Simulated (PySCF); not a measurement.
Task: Give a GFN2-xTB geometry of `C1COCCO1` (1,4-dioxane).

Result: 
Z-matrix in Å and degrees, rows numbered from 1:
```
C 
C   1  1.5309
O   2  1.4121  1  110.63
C   3  1.4121  2  110.50  1    57.11
C   4  1.5309  3  110.59  2   -57.19
O   1  1.4121  2  110.64  3   -57.16
H   1  1.1008  2  109.32  3    63.83
H   1  1.0906  2  110.93  3  -175.09
H   2  1.1008  1  109.32  3   121.00
H   2  1.0907  1  110.96  3  -117.94
H   4  1.0907  3  106.46  2  -177.84
H   4  1.1008  3  109.78  2    63.49
H   5  1.0907  4  110.96  3   175.27
H   5  1.1008  4  109.31  3   -63.61
```

The 6-membered ring C1–C2–O3–C4–C5–O6 has internal angles of 110.5° to 110.6° (sum 663°, against 720° for a flat polygon); it is puckered, 0.23 Å rms from its mean plane, widest ring torsion 57°. Of the pairs four or more bonds apart, H7···H14 is among the closest relative to their van der Waals radii: 2.40 Å, 100 % of the sum of Bondi's values. All 4 C–O bonds measure 1.412 Å.

The geometry is computed with GFN2-xTB (gas phase).

Point group: C2h (every atom within 0.08 Å of its image). No frequency check. The numbers are those of one conformer (O6–C1–C2–O3 -57°, C1–C2–O3–C4 57°, C2–O3–C4–C5 -57°, O3–C4–C5–O6 57°).
